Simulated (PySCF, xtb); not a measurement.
Relative energy of two isomers of C3H4F2

Structure X is `F[C@@H]1C[C@@H]1F`, a singlet and structure Y is `F[C@@H]1C[C@H]1F`, a singlet. Both are isolated molecules in the gas phase, relaxed with PBE0-D4/def2-SVP.

X (Å):

```xyz
9

C    -1.5488   -1.8803   -0.3164
C    -0.8287   -0.5693   -0.3845
C    -0.0701   -1.8546   -0.5057
F    -2.2998   -2.2320   -1.3818
F     0.4008   -2.1864   -1.7270
H    -1.9716   -2.2311    0.6315
H    -0.9594   -0.0288   -1.3264
H    -0.7247    0.0506    0.5095
H     0.5890   -2.1862    0.3042
```

Y (Å):

```xyz
9

C    -1.2690   -1.8552    0.2302
C    -1.4225   -1.2231   -1.1188
C    -0.0950   -1.2356   -0.4258
F    -1.3165   -3.2039    0.3285
F     0.3893   -0.0771    0.0779
H    -1.7011   -1.3429    1.0968
H    -1.9683   -0.2771   -1.1653
H    -1.5379   -1.8812   -1.9839
H     0.6864   -1.8999   -0.8106
```

Quicker runs give these differences E(Y) − E(X): GFN2-xTB −3.4 kcal/mol; HF/STO-3G −1.3 kcal/mol (at GFN2-xTB geometries); r2SCAN-D4/def2-SVP −2.7 kcal/mol (at GFN2-xTB geometries).

Estimate E(Y) − E(X) at the level CCSD(T)/def2-SVP + ΔMP2/def2-TZVPP.

Calculated at CCSD(T)/def2-SVP + ΔMP2/def2-TZVPP: E(Y) − E(X) = −2.6 kcal/mol, so structure Y lies lower.

The same difference at several levels:

```tsv
level	geometry	E(Y) − E(X) (kcal/mol)	departure from the last row (kcal/mol)	job, with rough time for the two
GFN2-xTB	GFN2-xTB	−3.4	−0.8	optimisation, 0.059 s
HF/STO-3G	GFN2-xTB	−1.3	+1.4	single point, 1.1 s
r2SCAN-D4/def2-SVP	GFN2-xTB	−2.7	−0.1	single point, 15 s
PBE0-D4/def2-SVP	PBE0-D4/def2-SVP	−2.8	−0.1	optimisation, 2.7 min
HF/def2-SVP	PBE0-D4/def2-SVP	−3.1	−0.4	part of the CCSD(T) run
MP2/def2-SVP	PBE0-D4/def2-SVP	−2.9	−0.3	part of the CCSD(T) run
CCSD(T)/def2-SVP	PBE0-D4/def2-SVP	−2.8	−0.2	single point
CCSD(T)/def2-SVP + ΔMP2/def2-TZVPP	PBE0-D4/def2-SVP	−2.6		single point, 82 s
```

As drawn, both hold the same kinds of bond in the same numbers.

None of the levels shown reverses the order. The largest departure from CCSD(T)/def2-SVP + ΔMP2/def2-TZVPP is that of HF/STO-3G, 1.4 kcal/mol. The last row adds to CCSD(T) the change of the MP2 difference between the two basis sets, here +0.2 kcal/mol.

With harmonic frequencies from PBE0-D4/def2-SVP (ideal gas, rigid rotor, one conformer each, 298.15 K, 1 atm): on the last row, ΔE + ΔZPE = −2.8, ΔH = −2.7, ΔG = −2.3 kcal/mol.

The correlated steps freeze 5 core orbitals. Run with PySCF 2.14.0, xtb 6.7.1; the last row on 2 threads of Arm Neoverse V2 on a shared host.
